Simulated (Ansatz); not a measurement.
Consider the formal exchange of groups at a C–C bond: `CCCCCS` + `C=C` → `C=CCCCC` + CH₃SH.

Computed with Ansatz on PBE0-D4/def2-TZVP structures; ΔE is electronic, products minus reactants. CCSD(T)/CBS adds triple-zeta CCSD(T) − MP2 to the extrapolated MP2 energy (def2 sets, frozen cores). This one scheme is used for every species. DFT in def2-TZVPP. Each species was taken in one conformer, which may not be the lowest.

`CCCCCS`:

```xyz
18

C    -1.477   -2.061    0.454
C    -1.071   -0.667    0.007
C     0.406   -0.574   -0.339
C     0.836    0.774   -0.897
C     0.610    1.964    0.022
S     1.420    1.853    1.641
H    -1.287   -2.798   -0.333
H    -0.910   -2.369    1.337
H    -2.538   -2.111    0.706
H    -1.670   -0.368   -0.862
H    -1.310    0.046    0.804
H     0.999   -0.802    0.553
H     0.649   -1.347   -1.078
H     1.897    0.733   -1.165
H     0.293    0.972   -1.830
H     0.922    2.890   -0.465
H    -0.449    2.078    0.264
H     2.681    1.788    1.182
```

`C=C`:

Cartesian coordinates in Å:
```
C -0.141 0.223 0.606
C 0.141 -0.224 -0.606
H 0.616 0.677 1.236
H -1.141 0.154 1.021
H -0.616 -0.677 -1.236
H 1.141 -0.154 -1.021
```

`C=CCCCC`:

Z-matrix (Å, degrees):
```
C
C 1 1.492
C 1 1.530 2 112.8
H 1 1.094 2 109.6 3 -123.7
H 1 1.097 2 109.0 3 120.3
C 2 1.326 1 125.4 3 121.9
H 2 1.090 1 115.8 3 -57.4
C 3 1.523 1 114.5 2 -61.1
H 3 1.096 1 108.7 2 176.3
H 3 1.096 1 108.7 2 61.1
H 6 1.086 2 121.3 1 0.4
H 6 1.084 2 121.7 1 -179.9
C 8 1.520 3 113.9 1 -62.6
H 8 1.095 3 109.3 1 60.0
H 8 1.095 3 108.5 1 175.5
H 13 1.094 8 111.2 3 -55.8
H 13 1.092 8 111.7 3 64.5
H 13 1.092 8 111.2 3 -175.7
```

CH₃SH:

Z-matrix (Å, degrees):
```
C
S 1 1.806
H 1 1.089 2 111.5
H 1 1.089 2 111.5 3 -123.8
H 1 1.090 2 106.2 3 118.1
H 2 1.342 1 97.1 3 61.9
```

```
             level  ΔE (kJ/mol)
            PBE-D4         -8.9
            B2PLYP         -8.2
              PBE0         -9.6
     HF/def2-TZVPP         -9.1
CCSD(T)/def2-TZVPP         -5.4
SCS-MP2/def2-QZVPP         -6.8
     MP2/CBS(def2)         -6.5
    CCSD/CBS(def2)         -6.0
```

Q: What does CCSD(T)/CBS give? (Estimate.)

A: The calculation gave: -5.4 kJ/mol. The listed levels differ from it by -3.5, -2.8, -4.2, -3.7, 0.0, -1.4, -1.1, -0.6 kJ/mol.

Largest T1 diagnostic among the species: 0.011.
